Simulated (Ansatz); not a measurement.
# H2O+ (doublet): B2PLYP, RPA-PBE over a scan of the scale of all distances, cc-pVDZ

How well do these functionals follow the top wave-function level for H2O+ (doublet) over a scan of the scale of all distances?

Method: cc-pVDZ, all electrons in the functionals, frozen cores in the correlation of double hybrids and RPA; program: Ansatz 0.2.0, Gaussian basis.

The runs, in order: B2PLYP, RPA-PBE, at 0.868; 1.000; 1.115; 1.290; 1.475; 1.723; 1.979; 2.409.

14 further runs of the same task are left out: 1 for a mislabelled method, 1 for a known fault of the program, 11 that didn't finish, 1 set aside as unsound or not needed.

## 1. The system

The geometry derives from a PBE0/def2-TZVP stationary point (not a proven minimum). All distances are scaled together.

3 atoms, charge 1, spin multiplicity 2.

Atoms are counted from 1 here; the program's logs count them from 0.

Bond lengths: O1–H2 1.004 Å, O1–H3 1.004 Å. Angles: H2–O1–H3 109.8°.

As a file:

```xyz
3
charge 1, multiplicity 2
O     0.00000   -0.06461    0.00000
H     0.00000    0.51276   -0.82114
H     0.00000    0.51276    0.82114
```

No dispersion term is added.

The geometry shown and the zero of energy belong to the point 1.000. The yardstick, FCI, and other wave-function levels (R restricted, U unrestricted, valence and pair active spaces) come from earlier runs.

## 2. B2PLYP, 0.868

Contents of in.yaml:

```yaml
crystal:
  periodic: [false, false, false]
  atoms:
    - {symbol: O, position_ang: [0.000000, -0.056079, 0.000000]}
    - {symbol: H, position_ang: [0.000000, 0.445079, -0.712750]}
    - {symbol: H, position_ang: [0.000000, 0.445079, 0.712750]}
basis:
  gaussian: {orbitals: cc-pVDZ}
total_charge: 1
magnetization: {spin_polarized: true, initial_magnetization: 1}
hamiltonian: {xc: {name: B2PLYP}}
correlation: {electrons: outside_noble_gas}
```

Run with:

```console
$ ansatz run in.yaml --threads 1 --pin off --events-out ev --progress --plain --max-ram 2393MiB
```

The runs that follow: B2PLYP, 1.000; B2PLYP, 1.115; B2PLYP, 1.290; B2PLYP, 1.475; B2PLYP, 1.723; B2PLYP, 1.979; B2PLYP, 2.409; RPA-PBE, 0.868; RPA-PBE, 1.000; RPA-PBE, 1.115; RPA-PBE, 1.290; RPA-PBE, 1.475; RPA-PBE, 1.723; RPA-PBE, 1.979; RPA-PBE, 2.409.

**Question.** What will the summary of the whole plan be? Wanted: span of the FCI curve; largest miss, B2PLYP; largest miss, RPA-PBE.

As calculated:

```
             quantity                  value
span of the FCI curve           842.4 kJ/mol
 largest miss, B2PLYP   -25.6 kJ/mol (2.409)
largest miss, RPA-PBE  -138.4 kJ/mol (2.409)
```

**Reading.** Of the functionals, B2PLYP keep the smallest largest miss at the points compared (at most 25.6 kJ/mol) and RPA-PBE strays most (138.4 kJ/mol, at 2.409). B2PLYP, RPA-PBE clearly break the spin symmetry at some points (⟨S²⟩ up to 1.32 above the pure value), so energy there is bought with a mixed spin. Functionals and the yardstick converge differently with the basis, so part of each miss in cc-pVDZ is the basis.
